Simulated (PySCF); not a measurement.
# Changing the system itself: SN

One physical setting of the base script is moved in each run, with the edits that it forces.

Computed with PySCF 2.14.0. Level: method and basis as typed in the scripts.

1 further run of the same task is left out (it didn't finish).

**1. Starting geometry**

SN: 2 atoms, charge 0, spin multiplicity 2.

Bond lengths: S1–N2 1.328 Å.

**2. The base run**

input.py reads:

```python
from pyscf import gto, scf
from pyscf.geomopt.geometric_solver import optimize

mol = gto.M(
    atom='S 0 0 0; N 0 0 1.328',
    basis='minao',
    charge=0,
    spin=1,
    verbose=4,
)
mf = scf.UHF(mol)
mf.kernel()
mol_eq = optimize(mf, maxsteps=30)
print('optimised geometry (angstrom)')
print(mol_eq.tostring('raw'))
print('orbital energies (hartree):', [e[max(0, n-3):n+3].round(4) for e, n in zip(mf.mo_energy, mol.nelec)])
```

Started as:

```bash
> OMP_NUM_THREADS=1 python input.py
```

The log of this run is left out.

In short: at the starting geometry E(SCF) = -451.639582 Eh, 11 cycles, ⟨S²⟩ = 0.779, optimised bond 1.674 Å in 7 steps; the optimisation lowers the energy by 4.416 eV.

**3. Quartet**

Run 1 changes spin (2S): 1 → 3.

input.py reads:

```python
from pyscf import gto, scf
from pyscf.geomopt.geometric_solver import optimize

mol = gto.M(
    atom='S 0 0 0; N 0 0 1.328',
    basis='minao',
    charge=0,
    spin=3,
    verbose=4,
)
mf = scf.UHF(mol)
mf.kernel()
mol_eq = optimize(mf, maxsteps=30)
print('optimised geometry (angstrom)')
print(mol_eq.tostring('raw'))
print('orbital energies (hartree):', [e[max(0, n-3):n+3].round(4) for e, n in zip(mf.mo_energy, mol.nelec)])
```

Started as:

```bash
> OMP_NUM_THREADS=1 python input.py
```

**4. PCM, ε = 78.36**

Run 2 changes solvent: none (gas phase) → PCM, ε = 78.36; step after the SCF: optimize → analyze.

input.py reads:

```python
from pyscf import gto, scf, solvent

mol = gto.M(
    atom='S 0 0 0; N 0 0 1.328',
    basis='minao',
    charge=0,
    spin=1,
    verbose=4,
)
mf = scf.UHF(mol)
mf = solvent.PCM(mf)
mf.with_solvent.eps = 78.36
mf.kernel()
mf.analyze()
print('orbital energies (hartree):', [e[max(0, n-3):n+3].round(4) for e, n in zip(mf.mo_energy, mol.nelec)])
```

**5. Bond 1.421 Å**

Run 3 changes bond length: 1.328 Å → 1.421 Å.

input.py: that of step 2 with these lines changed.

```diff
@@ -4,3 +4,3 @@
 mol = gto.M(
-    atom='S 0 0 0; N 0 0 1.328',
+    atom='S 0 0 0; N 0 0 1.421',
     basis='minao',
```

**6. Electric field -0.01 a.u.**

Run 4 changes electric field: none → -0.01 a.u.; step after the SCF: optimize → analyze.

input.py reads:

```python
from pyscf import gto, scf

mol = gto.M(
    atom='S 0 0 0; N 0 0 1.328',
    basis='minao',
    charge=0,
    spin=1,
    verbose=4,
)
mf = scf.UHF(mol)
field = -0.01  # electric field along z, atomic units
h = mf.get_hcore() + field*mol.intor('int1e_r')[2]
mf.get_hcore = lambda *args: h
e_nuc = mol.energy_nuc() - field*mol.atom_charges() @ mol.atom_coords()[:, 2]
mf.energy_nuc = lambda *args: e_nuc
mf.kernel()
mf.analyze()
print('orbital energies (hartree):', [e[max(0, n-3):n+3].round(4) for e, n in zip(mf.mo_energy, mol.nelec)])
```

**7. Lengths in bohr**

Run 5 changes length unit: angstrom → bohr; bond length: 1.328 Å → 1.328 bohr.

input.py: that of step 2 with these lines changed.

```diff
@@ -8,2 +8,3 @@
     spin=1,
+    unit='bohr',
     verbose=4,
```

**8. Charge +1 (singlet)**

Run 6 changes charge: 0 → 1; spin (2S): 1 → 0.

input.py: that of step 2 with these lines changed.

```diff
@@ -6,4 +6,4 @@
     basis='minao',
-    charge=0,
-    spin=1,
+    charge=1,
+    spin=0,
     verbose=4,
```

Before running it: what results should come out? Wanted: for each run, E(SCF); from base; gap, α spin; SCF dipole; after the SCF.

The runs gave:

```
                          run  E(SCF) (hartree)  from base (eV)  cycles  gap, α spin (eV)  SCF dipole (D)              after the SCF
                         base       -451.639582               0      11             11.22             n/a    bond 1.674 Å, -4.416 eV
                      quartet       -451.555907         +2.2769      10             23.42             n/a    bond 3.009 Å, -7.185 eV
               PCM, ε = 78.36       -451.643772         -0.1140      11             11.21            1.71                        n/a
                 bond 1.421 Å       -451.732735         -2.5348      17             10.56             n/a    bond 4.500 Å, -4.523 eV
    electric field -0.01 a.u.       -451.646053         -0.1761      12             11.16            1.83                        n/a
lengths in bohr (poor choice)       -446.384919  not comparable       8             11.90             n/a  bond 4.500 Å, -150.044 eV
          charge +1 (singlet)       -451.270193        +10.0516       7             16.31             n/a    bond 1.588 Å, -3.040 eV
```

SCF columns refer to the geometry typed in the script.

In words: The largest comparable shift of the SCF energy, -2.535 eV, comes with the run “bond 1.421 Å”. The quartet solution found lies 2.28 eV above the base doublet at this geometry and level. A continuum solvent with ε = 78.36 lowers the energy by 0.114 eV. At the SCF level, going to the singlet with one electron fewer costs 10.05 eV at fixed geometry. The dearest run is “lengths in bohr”, at 12 s against 3.6 s. Rows marked «poor choice» come from settings spoiled on purpose.
